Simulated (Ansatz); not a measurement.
# BFH3N (SMILES NBF): single points off equilibrium

One table from this session's results is given with a row withheld; the runs are named, their logs left out.

Computed with Ansatz 0.2.0, Gaussian basis. Level: single points in def2-TZVPP.

Cores are frozen in the correlated methods.

**The starting structure**

SMILES `NBF`, 6 atoms, charge 0, spin multiplicity 1.

Atoms are counted from 1 here; the program's logs count them from 0.

Bond lengths: N1–B2 1.488 Å, N1–H4 0.981 Å, N1–H5 0.951 Å, B2–F3 1.241 Å, B2–H6 1.137 Å. Angles: B2–N1–H4 128.7°, B2–N1–H5 124.6°, H4–N1–H5 105.8°, N1–B2–F3 117.0°, N1–B2–H6 118.3°, F3–B2–H6 124.0°.

Geometry (Å):

```xyz
6
BFH3N
N    -0.40510    0.12240   -0.61100
B     0.37180   -0.22240    0.61030
F     0.29330    0.56260    1.56800
H    -0.60220   -0.43870   -1.39120
H    -0.95470    0.89370   -0.70150
H     1.10770   -1.08720    0.55480
```

Set-up of the first run:

run/in.yaml reads:

```yaml
crystal:
  periodic: [false, false, false]
  atoms:
    - {symbol: N, position_ang: [-0.405100, 0.122400, -0.611000]}
    - {symbol: B, position_ang: [0.371800, -0.222400, 0.610300]}
    - {symbol: F, position_ang: [0.293300, 0.562600, 1.568000]}
    - {symbol: H, position_ang: [-0.602200, -0.438700, -1.391200]}
    - {symbol: H, position_ang: [-0.954700, 0.893700, -0.701500]}
    - {symbol: H, position_ang: [1.107700, -1.087200, 0.554800]}
basis:
  gaussian: {orbitals: def2-TZVPP}
correlation: {method: ccsd_t}
output: {forces: true}
```

Run with:

```
ansatz run in.yaml --threads 4 --pin off --events-out ev --progress --plain --max-ram 5222MiB
```

Among the steps run: CCSD(T)/def2-TZVPP; PBE0-D4/def2-TZVPP; wB97M-V/def2-TZVPP; r2SCAN-D4/def2-TZVPP; PBE-D4/def2-TZVPP; revPBE-D4/def2-TZVPP; r2SCANh-D4/def2-TZVPP.

One table of the session follows, with a row left open; its other results are not shown here.

```
    method  RMS force component (eV/Å)  angle to CCSD(T) forces (°)  dipole (D)
   CCSD(T)                       2.410                    reference        1.50
   PBE0-D4                       2.378                          3.0        1.54
   wB97M-V                       2.403                          1.0        1.50
 r2SCAN-D4                       2.383                          1.6        1.54
    PBE-D4                       2.516                          3.0        1.57
 revPBE-D4                       2.545                          3.5        1.54
r2SCANh-D4                           ?                            ?           ?
```

**Question.** Estimate the row for r2SCANh-D4.

As computed: RMS force component (eV/Å): 2.347; angle to CCSD(T) forces (°): 2.4; dipole (D): 1.53. In the column «RMS force component (eV/Å)» it is the lowest.

Caveats from the session: The reference is not at the basis limit: in triple zeta CCSD(T) underbinds, which counts against methods that bind more; the gaps are no ranking.
